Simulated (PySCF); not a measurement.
Estimate the missing entries of this data sheet.

C4H2N2.
Atom-mapped SMILES: `[CH2:1]=[C:2]([C:3]#[N:4])[C:5]#[N:6]` (hydrogens: H7, H8 on C1)

```tsv
property	level	value
point group of the GFN2-xTB geometry	GFN2-xTB	C2v
rotational constants A, B, C of the GFN2-xTB geometry	GFN2-xTB	6.455, 3.020, 2.057 GHz
dipole moment	CAM-B3LYP/def2-SVPD	4.54 D
HOMO energy	CAM-B3LYP/def2-SVPD	?
LUMO energy	CAM-B3LYP/def2-SVPD	-1.88 eV
lowest singlet excitation	TDDFT CAM-B3LYP/def2-SVPD	5.97 eV (208 nm, f = 0.299)
lowest triplet excitation (Tamm–Dancoff)	TDA CAM-B3LYP/def2-SVPD	3.37 eV
static isotropic polarisability	CAM-B3LYP/def2-SVPD	54.6 au
electronic spatial extent ⟨r²⟩ about the centre of nuclear charge	CAM-B3LYP/def2-SVPD	544 bohr²
13C chemical shifts (computed TMS as zero) by class	GIAO PBE0/pcSseg-1	158.0 (C1), 117.9 (C3/C5), 103.3 (C2) ppm
1H chemical shifts (computed TMS as zero) by class	GIAO PBE0/pcSseg-1	7.02 (H7/H8) ppm
isotropic shieldings of nuclei other than C and H, by class	GIAO PBE0/pcSseg-1	?
largest of the computed one-bond spin–spin couplings (means over like bonds)	B3LYP/pcJ-1	13C–1H +176.9 (C1–H7 and 1 like it), 13C–13C +100.6 (C2–C3 and 1 like it), 13C–13C +87.1 (C1–C2), 15N–13C -21.9 (N4–C3 and 1 like it) Hz
core binding energies	ΔSCF SCAN, pcX-2 on the ionised atom, pcseg-1 elsewhere, spin-free X2C	?
```

The electronic properties come from PySCF, for the isolated species, density fitting.

Task: The isotropic shieldings of nuclei other than C and H, by class?

Result: -59 (N4/N6) ppm.

Task: Give the core binding energies.

Result: C1s 292.2 (C1), C1s 293.1 (C3/C5), C1s 293.9 (C2), N1s 405.8 (N4/N6) eV.

Task: What is the HOMO energy?

Result: -10.37 eV.

No computed singlet falls in the visible range (750 to 380 nm, 1.65 to 3.26 eV); S1 lies 2.71 eV above its blue end. The dipole equals about 15.1 × 10⁻³⁰ C·m (1 D = 3.33564 × 10⁻³⁰ C·m). In wavenumbers S1 is 48100 cm⁻¹ (1 eV = 8065.54 cm⁻¹). The largest Löwdin shares of the HOMO are 0.25 on C1, 0.21 on C2, 0.15 on N4 and 0.15 on N6. The largest Löwdin shares of the LUMO are 0.35 on C1, 0.22 on C2, 0.09 on N6 and 0.09 on N4.
